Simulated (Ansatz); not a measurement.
**Structure relaxation of Li2F**

All numbers below come from DFT PBE, scalar-relativistic, plane waves, PAW (Ansatz 0.2.0).

Li2F was placed on the ThSi2 structure type (I4_1/amd, No. 141), with F in place of Th, Li in place of Si, at a guessed volume.

The final relaxation ran on this input, with the default PAW datasets:

```yaml
crystal:
  lattice:
    - [-1.3059687527, 1.3059687527, 10.320804297]
    - [1.3059687527, -1.3059687527, 10.320804297]
    - [1.3059687527, 1.3059687527, -10.320804297]
  atoms:
    - { symbol: Li, position: [0.4408017338, 0.4408017338, 0.0] }
    - { symbol: Li, position: [0.1908017338, 0.6908017338, 0.5] }
    - { symbol: Li, position: [0.3091982662, 0.8091982662, 0.5] }
    - { symbol: Li, position: [0.5591982662, 0.5591982662, 0.0] }
    - { symbol: F, position: [0.0, 0.0, 0.0] }
    - { symbol: F, position: [0.75, 0.25, 0.5] }
basis:
  ecutwfc: 420
kpoints:
  mp_grid: { grid: [20, 20, 20] }
hamiltonian:
  xc: pbe
scf:
  occupations: { method: gaussian, width: 0.1 }
output:
  forces: true
  stress: true
  eigenvalues: true
relax:
  adjacent_minimum: "off"
  f_tol: 0.01
  max_steps: 80
  cell: { stress_tol: 0.05 }
```

Launched as:

```bash
ansatz run input.yaml --threads 1 --pin off --max-ram 2560MiB --backend cpu --events-out ev --progress --plain --runs-dir out
```

It took 4.7 min on 1 thread of Arm Neoverse V1, with other jobs on the host, peak memory 0.91 GiB.

The program printed at the end:

```
SCF converged after 8 iterations
Free energy (F): -2440.035487 eV
Harris-Foulkes:  -2440.035487 eV  (|F-HF|=9.09e-13)
Internal energy: -2440.032503 eV  (E = F + TS)
E sigma→0 (E₀):  -2440.033995 eV
Entropy (-TS):   -0.002984 eV (-0.497 meV/atom)
Fermi energy:    4.549511 eV
--- Per-component energies (eV) ---
  E_band       = -459.366388
  E_kinetic    = 501.676369
  E_local      = -2135.760951  (includes V_loc(G=0)·N_el)
  E_nonlocal   = 13.734757
  E_hartree    = 802.473472
  E_xc         = -203.616377
  E_vxc        = -261.265987  (∫ρ·V_xc dr)
  E_paw        = -484.947192  (= ΣΔE_a)
  E_vpaw       = -182.701710  (= ΣTr[D̂ρ^β])
  E_aug_tail   = 0.004189  (compensation charges beyond the density's cutoff)
  E_ewald      = -933.596770
  E_smearing   = -0.002984  (= −TS)
  E_closure    =  0.000000  (closes the sum)
  Σ components = -2440.035487   (vs F -2440.035487, Δ=0.00e0)
--- Forces (eV/Å), atoms counted from 1 ---
  atom   1  Li     0.00000000     0.00000000     0.00148577
  atom   2  Li     0.00000000     0.00000000     0.00148577
  atom   3  Li     0.00000000     0.00000000    -0.00148577
  atom   4  Li     0.00000000     0.00000000    -0.00148577
  atom   5  F      0.00000000     0.00000000     0.00000000
  atom   6  F      0.00000000     0.00000000     0.00000000
  max |Σ_I F_I| component: 8.67e-19 eV/Å
--- Stress (GPa, compression-positive) ---
       -0.005755       0.000000       0.000000
        0.000000      -0.005755       0.000000
        0.000000       0.000000      -0.006524
  P = ⅓ Tr σ = -0.0060 GPa (-0.060 kbar)
--- Relaxed structure (4 steps of the walk, 3 accepted, 2 SCFs on fresh bases) ---
  F+E_penalty+E_count = -2440.03548677 eV   max|allowed force component| = 1.486e-3 eV/Å   (the final SCF, on the basis selected at the relaxed cell)
  cell:  # Å, volume = 70.5109 Å³
    - [-1.305890, 1.305890, 10.336733]
    - [1.305890, -1.305890, 10.336733]
    - [1.305890, 1.305890, -10.336733]
  atoms:
    - { symbol: Li, position: [0.440817, 0.440817, 0.000000] }
    - { symbol: Li, position: [0.190817, 0.690817, 0.5] }
    - { symbol: Li, position: [0.309183, 0.809183, 0.500000] }
    - { symbol: Li, position: [0.559183, 0.559183, 0.000000] }
    - { symbol: F, position: [0.000000, 0.000000, 0.000000] }
    - { symbol: F, position: [0.75, 0.250000, 0.5] }
```

Total energies depend on the potentials used, so only differences within one code and one set of settings carry meaning.

The result has space group I4_1/amd (No. 141). Li has 4 F at 2.22 Å, 1 Li at 2.45 Å and 4 Li at 2.61 Å; around F lie 8 Li at 2.22 Å and 4 F at 2.61 Å.

Against the elements it lies at -1.68 eV/atom. Energies over the elements count from the elements' standard structures at the same level (F₂ as a molecule), with no empirical corrections.

For metals, differences of a few meV/atom aren't resolved.

Symmetry constrained the relaxation, so the result can be a saddle point.